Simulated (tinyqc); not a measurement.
A ladder of methods, and size consistency: correlation methods against full CI in the sto-6g basis, for H2O, spin multiplicity 1. Computed by the program tinyqc with PySCF. All electrons correlated; +Q is the Davidson correction (1 - c0^2) E_corr. The last columns treat two copies 100 angstrom apart as one system. FCI is the lowest singlet.

Geometry (angstrom):

| atom | x | y | z |
|---|---|---|---|
| O | 0.0000 | 0.0000 | 0.0000 |
| H | 0.0000 | 0.7880 | 0.5310 |
| H | 0.0000 | -0.8460 | 0.5700 |

RHF energy of one = -75.672210 hartree

Correlation energies (hartree):

| method | E_corr of one | share of FCI (%) | E_corr of two at 100 angstrom | two minus twice one (mhartree) |
|---|---|---|---|---|
| MP2 | -0.03722 | 70.600 | -0.07444 | 0.000 |
| CISD | -0.05187 | 98.392 | -0.10092 | 2.819 |
| CISD+Q | -0.05336 | 101.225 | -0.10625 | 0.480 |
| CCSD | -0.05256 | 99.706 | -0.10513 | 0.000 |
| CCSD(T) | -0.05265 | 99.879 | -0.10531 | 0.000 |
| FCI | -0.05272 | 100.000 | - | - |

What does the comparison show, and why?

MP2 recovers 71 %, CISD 98.4 % and CCSD 99.7 % of the FCI value (c0^2 = 0.971 in CISD). MP2 and coupled cluster are size consistent, so their last column vanishes; CISD loses 2.82 mhartree, since a double excitation on each copy is a quadruple of the pair, and the Davidson correction leaves +0.48.
